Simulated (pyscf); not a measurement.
## Four-centre exchange: H₃C–Zn–Cl + hydrogen (H₂) -> methane (CH₄) + Cl–ZnH

Gas phase, singlet surface, charge 0. Bonds broken: C1–Zn2, H7–H8. Bonds formed: C1–H7, Zn2–H8. Single points on ωB97X-D3(BJ)/def2-SVP structures (PySCF, gas phase).

Transition state (Å):

```xyz
8

C     -1.1314     0.8239    -0.6108
Zn    -0.3745    -1.0745     0.0209
Cl    -1.1272    -2.9312     0.6882
H     -1.7382     1.1361     0.2562
H     -1.7997     0.5412    -1.4421
H     -0.5757     1.7180    -0.9448
H      0.2926     0.3136    -0.4790
H      1.1910    -0.3137    -0.2891
```

One imaginary mode, 1703i cm⁻¹; descent along it reached the two sides named.

```csv
bond,change,reactant side (Å),saddle,product side
C1–Zn2,breaks,1.931,2.139,3.0
H7–H8,breaks,0.762,1.112,2.8
C1–H7,forms,3.8,1.518,1.101
Zn2–H8,forms,2.8,1.768,1.526
```

Electronic energies relative to the separated reactants (eV):

```json
[
 {"level": "ωB97X-D3(BJ)/def2-TZVP", "barrier": "2.05", "reaction energy": "-0.37", "reverse barrier": "2.42"},
 {"level": "PBE/def2-TZVP", "barrier": "1.91", "reaction energy": "-0.36", "reverse barrier": "2.27"},
 {"level": "r²SCAN/def2-TZVP", "barrier": "1.89", "reaction energy": "-0.38", "reverse barrier": "2.27"},
 {"level": "B3LYP-D3(BJ)/def2-TZVP", "barrier": "2.09", "reaction energy": "-0.40", "reverse barrier": "2.49"},
 {"level": "PBE0-D3(BJ)/def2-TZVP", "barrier": "1.90", "reaction energy": "-0.39", "reverse barrier": "2.29"},
 {"level": "M06-2X/def2-TZVP", "barrier": "2.04", "reaction energy": "-0.32", "reverse barrier": "2.36"},
 {"level": "ωB97M-D3(BJ)/def2-TZVP", "barrier": "2.06", "reaction energy": "-0.43", "reverse barrier": "2.48"},
 {"level": "HF/def2-TZVP", "barrier": "2.46", "reaction energy": "-0.66", "reverse barrier": "3.12"}
]
```

With ωB97M-D3(BJ)/def2-TZVP energies and thermal terms (ideal gas, 1 atm, RRHO with modes under 100 cm⁻¹ raised to 100, one conformer, R ln 2 for chiral ones without a mode under 150 cm⁻¹), in eV:

```json
[
 {"T (K)": "298", "ΔH‡": "2.05", "ΔG‡": "2.37", "ΔH": "-0.31", "ΔG": "-0.34"},
 {"T (K)": "600", "ΔH‡": "2.02", "ΔG‡": "2.70", "ΔH": "-0.36", "ΔG": "-0.35"},
 {"T (K)": "900", "ΔH‡": "2.02", "ΔG‡": "3.05", "ΔH": "-0.39", "ΔG": "-0.34"},
 {"T (K)": "1200", "ΔH‡": "2.03", "ΔG‡": "3.39", "ΔH": "-0.41", "ΔG": "-0.32"}
]
```

At the saddle there is also a short H–Zn contact that neither side keeps. This is the saddle that the search found; another between the same sides may lie lower. Elements up to Kr have no core potential and no relativistic terms here.
